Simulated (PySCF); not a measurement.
**TDDFT excited states: C2H2S**

Ethenethione, C2H2S.
SMILES: `C=C=S`

Computed with PySCF 2.14.0, density-fitted response routines, TDDFT B3LYP/def2-SVPD, vertical, gas phase, core orbitals frozen in the response. Isolated species at its GFN2-xTB geometry, gas phase.

| state | E (eV) | λ (nm) | ν̃ (cm⁻¹) | f | symmetry | main configurations (H = HOMO, L = LUMO) |
| --- | --- | --- | --- | --- | --- | --- |
| S1 | 2.59 | 478.8 | 20880 | 0.0000 | – | H→L (100%) |
| S2 | 5.48 | 226.2 | 44210 | 0.017 | A1 | H→L+1 (55%), H-1→L (42%) |
| S3 | 5.80 | 213.9 | 46760 | 0.0012 | – | H→L+2 (100%) |
| S4 | 5.97 | 207.6 | 48170 | 0.0000 | – | H-2→L (99%) |
| S5 | 6.65 | 186.6 | 53600 | 0.018 | B1 or B2 | H→L+3 (99%) |
| S6 | 6.86 | 180.8 | 55320 | 0.614 | A1 | H-1→L (36%), H→L+6 (32%), H→L+1 (28%) |
| S7 | 7.16 | 173.1 | 57750 | 0.0000 | – | H→L+4 (98%) |
| S8 | 7.17 | 173.0 | 57800 | 0.048 | B1 or B2 | H→L+5 (99%) |

Triplets (Tamm–Dancoff): T1 2.26 eV, H→L (100%); T2 3.96 eV, H-1→L (98%); T3 4.18 eV, H→L+1 (95%).

The lowest singlet comes at 479 nm (250 kJ/mol) in the visible; it is dark (f under 0.0005); its leading configuration is HOMO→LUMO (100%). The strongest level in the table is S6 at 6.86 eV (181 nm, f = 0.614). S7/S8 lie within about 0.01 eV of each other. Löwdin shares by element: HOMO carbon 49%, sulfur 46%; LUMO carbon 50%, sulfur 41%, hydrogen 4% or more. The oscillator strengths of these states sum to 0.698; summed over the whole spectrum of an exact calculation they would give the number of electrons, 30 (Thomas–Reiche–Kuhn). The listed states span 4.58 eV, and the widest gap between neighbours is 2.89 eV (S1 to S2). Orbital energies (eV): HOMO-3 -12.05, HOMO-2 -10.08, HOMO-1 -8.91, HOMO -6.47, LUMO -2.43, LUMO+1 -0.14, LUMO+2 0.32. S1 lies in the visible range (380 to 750 nm), at 479 nm, dark in the vertical dipole picture (f under 0.0005); light of that wavelength is blue to green-blue, and its complementary colour is yellow to orange; a Tamm–Dancoff triplet lies at 549 nm, without intensity as long as spin–orbit coupling is left out. Symmetry labels in C2v follow from the direction of the transition dipole and are given only for states with f of 0.002 or more; B1 and B2 swap with the choice of axes. The window holds the lowest 8 singlets.
